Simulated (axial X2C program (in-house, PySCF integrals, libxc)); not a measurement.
# Ionising Li₂

Calculated with an in-house relativistic program for diatomic molecules, spin-free (one-electron X2C) or two-component (2c: spin–orbit coupling with atomic mean-field Coulomb and Gaunt terms, which also bring small scalar terms), in Dyall basis sets with cores contracted in-house; open shells are unrestricted.

Basis sets: Li dyall-cv3z. Frozen shells (counts by l): Li₂ Li 1s, 2 electrons correlated; Li₂⁺ Li 1s, 1 electrons correlated. Where the outer core of a metal is frozen, bonds come out longer and ionisation energies lower.

```csv
Hamiltonian,level,Li₂ state,Re (Å),ωe (cm⁻¹),De (eV)
spin-free,HF,"M_S = 0, Λ = 0",2.784,337.4,0.17
spin-free,PBE0,"M_S = 0, Λ = 0",2.728,340.9,0.83
spin-free,MP2,"M_S = 0, Λ = 0",2.754,339.8,0.72
2c,HF,Ω = 0,2.784,337.4,0.17
2c,PBE0,Ω = 0,2.728,340.9,0.83
2c,MP2,Ω = 0,2.755,339.8,0.72
```

Adiabatic ionisation energy (minimum to minimum, no zero-point term) and constants of Li₂⁺:

| Hamiltonian | level | Li₂⁺ state | IE (eV) | Re (Å) | ωe (cm⁻¹) | De (eV) | fragments |
| --- | --- | --- | --- | --- | --- | --- | --- |
| spin-free | HF | M_S = 1/2, Λ = 0 | 4.24 | 3.138 | 258.3 | 1.28 | Li+ + Li |
| spin-free | PBE0 | M_S = 1/2, Λ = 0 | 5.11 | 3.102 | 251.0 | 1.30 | Li+ + Li |
| spin-free | MP2 | M_S = 1/2, Λ = 0 | 4.78 | 3.138 | 258.3 | 1.28 | Li+ + Li |
| 2c | HF | Ω = 1/2 | 4.24 | 3.138 | 258.3 | 1.28 | Li+ + Li |
| 2c | PBE0 | Ω = 1/2 | 5.11 | 3.102 | 250.9 | 1.30 | Li+ + Li |
| 2c | MP2 | Ω = 1/2 | 4.78 | 3.138 | 258.3 | 1.28 | Li+ + Li |

**Question.** Add the zero-point terms to the ionisation energy at MP2, 2c, and say whether the electron removed was bonding.

**Answer.** IE0 = IE + (ωe⁺ − ωe)/2 = 4.78 + (-0.005) = 4.77 eV. Re changes by 0.383 Å, so the bond lengthens, as on loss of a bonding electron.

**Question.** Close the cycle De(Li₂⁺) + IE(Li₂) = De(Li₂) + IE(Li) to find the atomic ionisation energy at MP2, 2c.

**Answer.** IE(Li) = 1.28 + 4.78 − 0.72 = 5.34 eV, for the determinants used.

Each entry is the lowest single determinant of a limited PBE0 search at one distance. De goes to single-determinant-based atoms at the same level (for ions the charge split of lowest energy) and is withheld (n/a) where an atom does not fit its ground term or J level. Main or longest-lived isotopes.
